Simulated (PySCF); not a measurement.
Al(F)3 anion (AlF₃), SMILES [F][Al]([F])[F] (connectivity only; charge and spin as stated), charge -1, multiplicity 2.

Geometry: TPSSh-D3(BJ)/def2-SVPD. A frequency run showed that this geometry is not a minimum. The multiplicity is an assumed one; other spin states were not compared. The isomer is the one that the SMILES or the coordinates give; other isomers of the formula were not compared.

Method: PBE/def2-TZVPD (PySCF).

 A positive occupied level means that this level leaves the electron formally unbound; only the finite basis holds it.

```json
{
 "total_energy": "-541.93486 hartree",
 "point_group": "D3h",
 "α spin, highest occupied and lowest empty level": "1.55 and 3.11 eV",
 "β spin, highest occupied and lowest empty level": "-3.99 and 2.34 eV",
 "dipole_moment_about_the_centre_of_nuclear_charge": "0.00 D",
 "mean_static_polarisability": "118.6 bohr³ (17.57 Å³)",
 "polarisability_principal_values": "106.2, 106.2, 143.4 bohr³",
 "⟨S²⟩": "0.752 (pure state 0.75)"
}
```
